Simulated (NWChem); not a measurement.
## Correlation energy of F

SMILES: [F]
```xyz
1

F      0.0000     0.0000     0.0000
```
Charge 0, spin multiplicity 2.

Program: NWChem.

Basis set: cc-pVDZ. Each correlation energy counts from its own Hartree-Fock reference.

The correlated methods keep 1 core orbital frozen. The stability of the SCF solutions was not checked. Open-shell Hartree-Fock references start from PBE0 orbitals. Coupled-cluster values serve here as a point of comparison, not as the truth.

Q: For the correlation energy, URI-MP2 gives -140.6 mHa and UMP2 gives -140.6 mHa. What do SCS-UMP2, CCSD on UHF, CCSD[T] on UHF give?

A: SCS-UMP2: -137.8 mHa; CCSD on UHF: -151.4 mHa; CCSD[T] on UHF: -152.4 mHa.
